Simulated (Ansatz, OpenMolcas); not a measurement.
## H2S (hydrogen sulfide): a line through the functionals

H2S has 3 atoms, charge 0, and is taken as a singlet. SMILES: `S`. The coordinates come from a PBE0-D4/def2-TZVP relaxation.

The HOMO–LUMO gap y, in eV, basis aug-cc-pVTZ; a is the functional's share of exact exchange. Programs: Ansatz 0.2.0, OpenMolcas 26.06.

| functional | program | a | y (eV) |
| --- | --- | --- | --- |
| PBE | Ansatz | 0 | 5.44 |
| TPSS | OpenMolcas | 0 | 5.70 |
| B3LYP | Ansatz | 0.2 | 6.73 |
| PBE0 | Ansatz | 0.25 | 7.26 |
| r2SCAN0 | Ansatz | 0.25 | ? |
| BHLYP | Ansatz | 0.5 | 8.67 |

Question: Fit y = c + s·a to the known rows and predict r2SCAN0.

Answer: 
1. Means of the 5 rows: a = 0.1900, y = 6.760.
2. Σ(Δa)² = 0.172, Σ(Δa·Δy) = 1.074, so the slope is 1.074/0.172 = 6.2442.
3. Intercept: 6.760 − (6.2442) × 0.1900 = 5.574. The largest residual of the fit is 0.13.
4. r2SCAN0: 5.574 + (6.2442) × 0.25 = 7.14 eV.

The run gave 7.85 eV, so the prediction is off by -0.71 eV, more than the scatter of the fit. Exact exchange lowers occupied levels and raises empty ones. The rows mix families of semi-local functionals, which the line can't see.
